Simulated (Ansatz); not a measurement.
[BFH3]- (BH₃F⁻). Total charge -1; singlet. Geometry PBE0-D4/def2-TZVPD; atoms count from 1.

```tsv
atom	x (Å)	y (Å)	z (Å)
B1	0.017	-0.019	0.027
F2	-0.637	0.727	-1.038
H3	1.253	0.029	-0.120
H4	-0.351	-1.209	-0.002
H5	-0.281	0.472	1.132
```

Q: Estimate the Mulliken populations from the PBE0/def2-TZVPD orbitals of Ansatz.

A: 
```tsv
atom	charge (e)
B1	-0.24
F2	-0.51
H3	-0.08
H4	-0.08
H5	-0.08
```
Mulliken values depend strongly on the basis. With diffuse functions, as here, like atoms can get unlike values, and bond orders can come out too low or too high.

Q: And the Mayer bond orders between heavy atoms (over 0.3)?

A: B1–F2 0.83 (1.46 Å).
